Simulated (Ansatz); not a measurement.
quartet NaC: levels of theory in one basis

```xyz
2

Na    0.0000    0.0000   -1.1157
C     0.0000    0.0000    1.1157
```

Basis set: def2-SVP (spherical functions). Left uncorrelated: 2 orbitals. Correlation on ROHF uses semicanonical orbitals with singles. Charge 0, multiplicity 4.

Computed with Ansatz (development build ahead of 0.2.0); each method stands on the lowest determinant of its kind that the runs found.

```csv
method,E − E(ROHF) (eV),<S²> of the determinant
ROHF,0.00,3.75
UHF,-0.05,3.76
ROHF-MP2,-1.88,–
UHF-MP2,-1.90,3.76
ROHF-CCSD(T),-2.36,–
UHF-CCSD(T),-2.36,3.76
```
